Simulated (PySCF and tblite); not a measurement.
C5H13N, numbered as in [CH3:1][CH:2]([CH3:3])[N:4]([CH3:5])[CH3:6].

Search: ETKDG and KDG, MMFF94s, GFN2-xTB, 90 starts; geometries at PBE0-D3(BJ)/def2-SVP. Free energies are CAM-B3LYP-D3(BJ)/def2-TZVP (IEF-PCM, chloroform) single points with GFN2-xTB rigid-rotor and vibrational terms (modes under about 100 cm⁻¹ blended into free rotors). Symmetry numbers and mirror images are counted. Conformers within 3 kcal/mol (GFN2-xTB free energy) were kept, 8 at most. GIAO shieldings: PBE0/pcSseg-1 (IEF-PCM, chloroform). Shifts are against TMS (¹H), TMS (¹³C), NH3 (¹⁵N) at the same level. (PySCF 2.14, tblite 0.8.)

Problem. What shifts does this protocol give at 298.15 K under fast conformational exchange?

Solution. ¹H: 2.34 (H2, 1H), 2.16 (H5/H6, 6H), 0.95 (H1/H3, 6H) ppm. ¹³C: 55.8 (C2), 40.8 (C5/C6), 18.9 (C1/C3) ppm. ¹⁵N: 42.7 (N4) ppm.

Problem. How do the conformers differ?

Solution. Torsions listed: C1–C2–N4–C5. Of a mirror pair one member is shown.
```tsv
conformer	shape	weight %
1	-60°	79.1
2	-177°	20.9
```

```
signal     1     2  average
 H1/H3  0.93  1.04     0.95
    H2  2.52  1.63     2.34
 H5/H6  2.16  2.15     2.16
 C1/C3  17.4  24.6     18.9
    C2  55.6  56.2     55.8
 C5/C6  39.8  44.5     40.8
    N4  39.8  53.9     42.7
```

Problem. Which signal moves most, for its nucleus, between 180 and 400 K through the change of populations alone?

Solution. H2: 2.38 ppm at 180 K, 2.36 ppm at 230 K, 2.34 ppm at 298.15 K, 2.33 ppm at 330 K, 2.32 ppm at 400 K. Exchange is taken as fast throughout; ring flips and hindered rotations can be slow on the NMR time scale at the lower temperatures.

Unscaled ¹⁵N shifts at such levels can be off by tens of ppm; differences between conformers or isomers are more reliable. Shifts are unscaled: against experiment ¹³C can be off by 15 ppm or more and ¹H by 0.8 ppm.


¹⁵N shifts are against a computed isolated NH3 molecule, about 20 ppm from the liquid.